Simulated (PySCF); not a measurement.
# NaB+: from the state search to spectroscopic constants

The task here is to estimate one member of a computed series from the others.

Method: Na aug-pcseg-1, B aug-pcseg-1, no relativity; program: PySCF 2.14.0.

The first run:

The job is set up so:

```
atoms                         : Na, B
charge                        : 1
basis                         : Na aug-pcseg-1, B aug-pcseg-1
Hamiltonian                   : no relativity
basis functions               : 37
electrons treated             : 15
masses in u                   : 22.9898, 11.0093
levels                        : PBE0, PBE, r²SCAN, PBEsol, B3LYP, r²SCAN0, HF, MP2, SCS-MP2, CCSD, CCSD(T)
grid                          : 80 radial by 434 angular points
occupations                   : held fixed by the projection of orbital angular momentum
dissociation limit            : Na+ + B, each in its ground configuration
starting distance in angstrom : 2.490
values of 2S to try           : 1, 3
```

Run with:

```sh
$ OMP_NUM_THREADS=1 python dia.py task.json out
```

Steps of the session up to this table: Set-up; The PBE0 curve of the state that the search chose; Other states along the same grid; PBE; r²SCAN (meta-GGA); PBEsol; B3LYP; r²SCAN0 (hybrid meta-GGA); UHF (mean field); MP2 and coupled cluster.

One of the session's tables, all rows but one given; the rest of the session is left out.

```
      level  Re (Å)  ωe (cm⁻¹)  De (eV)
        UHF   2.939      189.2     0.51
    UHF-MP2   2.973      179.4    0.495
UHF-SCS-MP2       ?          ?        ?
   UHF-CCSD   3.005      172.2    0.480
UHF-CCSD(T)   3.007      171.7    0.479
        PBE   2.917      182.4     0.61
     PBEsol   2.916      181.3     0.61
     r²SCAN   2.918      184.6     0.55
      B3LYP   2.889      189.9     0.58
       PBE0   2.895      190.4     0.58
    r²SCAN0   2.897      190.6     0.54
```

**Question.** Estimate the row for UHF-SCS-MP2.

The run gave: Re (Å): 2.978; ωe (cm⁻¹): 178.2; De (eV): 0.490. In the column «Re (Å)» it lies between UHF-MP2 (2.973) and UHF-CCSD (3.005).

De is counted to Na+ + B in their ground configurations.
